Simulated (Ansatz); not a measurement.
## SiH4S (sulfanylsilane): the energy, rung by rung

SiH4S has 6 atoms, charge 0, and is taken as a singlet. SMILES: `[SiH3]S`. The coordinates come from a PBE0-D4/def2-TZVP relaxation.

```xyz
6

Si   -0.1698   -0.2634   -0.4360
S     0.9073   -0.0126    1.3928
H    -1.6298   -0.0743   -0.2416
H     0.1086   -1.6583   -0.8525
H     0.2998    0.6812   -1.4811
H     0.5261    1.2633    1.5723
```

Each level gives the energy change with the S2–H6 bond stretched from 1.344 to 2.015 Å (eV). The values are calculated.

```tsv
level	kind	program	value (eV)	less FCI/STO-3G
r2SCAN/STO-3G (restricted)	meta-GGA	Ansatz	2.80	+0.34
B3LYP/STO-3G (restricted)	global hybrid	Ansatz	2.79	+0.33
CAM-B3LYP/STO-3G (restricted)	range-separated hybrid	Ansatz	3.06	+0.60
HSE06/STO-3G (restricted)	range-separated hybrid	Ansatz	2.97	+0.51
B2PLYP/STO-3G (restricted)	double hybrid	Ansatz	2.94	+0.48
CCSDT(Q)/STO-3G (restricted)	coupled cluster or CI	Ansatz	2.46	0.00
CCSDT/STO-3G (restricted)	coupled cluster or CI	Ansatz	2.46	0.00
FCI/STO-3G	exact in the basis	Ansatz	2.46	0.00
```

FCI/STO-3G is exact within its basis and frozen core, so for wave-function methods in that basis the difference is their error; functionals converge differently with the basis, so for them it is only a difference. The first shape isn't each level's own minimum. The values span 2.46 to 3.06 eV. All rows use very small basis sets, so even the best lies far from the true value.
